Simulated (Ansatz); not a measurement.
**AlBeH₂ (doublet): from Hartree-Fock to the top rungs at twist about Al1–Be2 = 0.0°, 6-31G**

Aim: climb from Hartree-Fock through coupled cluster and multireference methods for AlBeH₂ (doublet) at one geometry and basis, and see what each rung misses.

The runs use Ansatz 0.2.0, Gaussian basis; 6-31G, core rule «outside noble gas», up to 6 orbitals frozen.

To be run: UHF; CCSD(T) on ROHF; CCSD(T) on UHF; BCCD(T) on ROHF; CISD as a restricted active space (open shells left free, so some higher excitations enter); CCSDT(Q) on ROHF; CCSDT(Q) on UHF; CCSDTQ on ROHF; CASSCF and MRCISD+Q, 3 electrons in 3 orbitals; CASSCF and NEVPT2, 3 electrons in 3 orbitals; CASSCF and MRCISD+Q, 7 electrons in 10 orbitals; CASSCF and NEVPT2, 7 electrons in 10 orbitals; Full CI.

12 further runs of the same task are left out: 10 that didn't finish, 2 set aside as unsound or not needed. Runs told in other sessions of the task aren't counted.

## (1) What is computed

The geometry derives from a PBE0/def2-TZVP stationary point (not a proven minimum). One half is turned about the bond named; the halves are rigid.

4 atoms, charge 0, spin multiplicity 2.

Atoms are counted from 1 here; the program's logs count them from 0.

Bond lengths: Al1–H3 1.603 Å, Be2–H4 1.345 Å.

Coordinates:

```
Al    0.0000   -0.0872    0.6125
Be    0.0000    0.1455   -1.6947
H     0.0000    0.9982    1.7921
H     0.0000    0.0360   -3.0350
```

## (2) UHF

File in.yaml:

```yaml
crystal:
  periodic: [false, false, false]
  atoms:
    - {symbol: Al, position_ang: [0.000000, -0.087238, 0.612491]}
    - {symbol: Be, position_ang: [0.000000, 0.145516, -1.694725]}
    - {symbol: H, position_ang: [0.000000, 0.998189, 1.792085]}
    - {symbol: H, position_ang: [0.000000, 0.036007, -3.035011]}
basis:
  gaussian: {orbitals: 6-31G}
magnetization: {spin_polarized: true, initial_magnetization: 1}
hamiltonian: {xc: hf}
output: {orbitals: {seedname: orbitals}}
```

The run is started by

```console
> ansatz run in.yaml --threads 1 --pin off --events-out ev --progress --plain --max-ram 2393MiB
```

After this run come: CCSD(T) on ROHF; CCSD(T) on UHF; BCCD(T) on ROHF; CISD as a restricted active space (open shells left free, so some higher excitations enter); CCSDT(Q) on ROHF; CCSDT(Q) on UHF; CCSDTQ on ROHF; CASSCF and MRCISD+Q, 3 electrons in 3 orbitals; CASSCF and NEVPT2, 3 electrons in 3 orbitals; CASSCF and MRCISD+Q, 7 electrons in 10 orbitals; CASSCF and NEVPT2, 7 electrons in 10 orbitals; Full CI.

Before running them: what should the planned runs give, taken together? Wanted: FCI from the RHF energy; RMP2 from FCI; UMP2 from FCI; RCCSD from FCI; RCCSD(T) from FCI; UCCSD(T) from FCI; RCCSDT(Q) from FCI; UCCSDT(Q) from FCI; NEVPT2 pair from FCI.

As calculated:

| quantity | value |
| --- | --- |
| FCI from the ROHF energy | -1.9618 eV |
| RMP2 from FCI | +644.4 meV |
| UMP2 from FCI | +633.6 meV |
| RCCSD from FCI | +52.9 meV |
| RCCSD(T) from FCI | +19.4 meV |
| UCCSD(T) from FCI | +19.0 meV |
| RCCSDT(Q) from FCI | +0.6 meV |
| UCCSDT(Q) from FCI | +0.5 meV |
| NEVPT2 pair from FCI | +543.2 meV |
| MRCISD+Q pair from FCI | +0.4 meV |
| NEVPT2 valence from FCI | +153.5 meV |
| levels within 1 kcal/mol (43 meV) | RCCSD(T), UCCSD(T), BCCD(T), RCCSDT, UCCSDT, RCCSDT(Q), UCCSDT(Q), RCCSDTQ, MRCISD+Q pair, MRCISD valence, MRCISD+Q valence |
| T1 diagnostic | 0.028 |
| effectively unpaired electrons | 1.04 |

RCCSD(T) misses by +19.4 meV, 1.0 % of the correlation energy. One determinant dominates. Of the multireference levels listed MRCISD+Q pair comes nearest in total energy (+0.4 meV), which doesn't show that its space is the better one. These misses are within one basis, not against nature; the frozen cores of restricted and unrestricted runs differ, which can shift their rows.

Levels on UHF freeze UHF's core orbitals, full CI those of ROHF, so the U rows can settle a little off it for that reason alone.

With open shells the CI space here admits some higher excitations, so it is larger than plain CISD.
